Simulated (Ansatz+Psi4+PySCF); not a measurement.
singlet LiH: levels of theory in one basis

```xyz
2

Li    0.0000    0.0000    0.4100
H     0.0000    0.0000   -2.8700
```

Basis set: cc-pVTZ on H; cc-pCVTZ on Li (spherical functions). All electrons are correlated. Charge 0, multiplicity 1.

Computed with Ansatz (development build ahead of 0.2.0); each method stands on the lowest determinant of its kind that the runs found.

```
     method  E − E(RHF) (eV)  <S²> of the determinant
        RHF             0.00                     0.00
        UHF            -0.91                     0.91
    RHF-MP2            -1.81                        –
   RHF-CCSD            -2.45                        –
   UHF-CCSD            -2.44                     0.91
RHF-CCSD(T)            -2.46                        –
UHF-CCSD(T)            -2.46                     0.91
```

What does UHF-MP2 give on the same scale?

-1.99 eV.

Is a single determinant a sound starting point here?

It is doubtful. Unrestricted orbitals lower Hartree–Fock by 0.91 eV and <S²> is 0.91 where a pure state has 0.00, a sign of strong static correlation.

Caution for RHF, RHF-MP2, RHF-CCSD, RHF-CCSD(T): an unrestricted determinant lies well below. Caution for UHF, UHF-MP2, UHF-CCSD, UHF-CCSD(T): the unrestricted determinant is a mixture of spin states. Caution for RHF-MP2, UHF-MP2, RHF-CCSD, UHF-CCSD, RHF-CCSD(T), UHF-CCSD(T): large amplitudes, a single reference is doubtful. Caution for UHF-MP2, UHF-CCSD, UHF-CCSD(T): a plain start can end on a higher determinant.
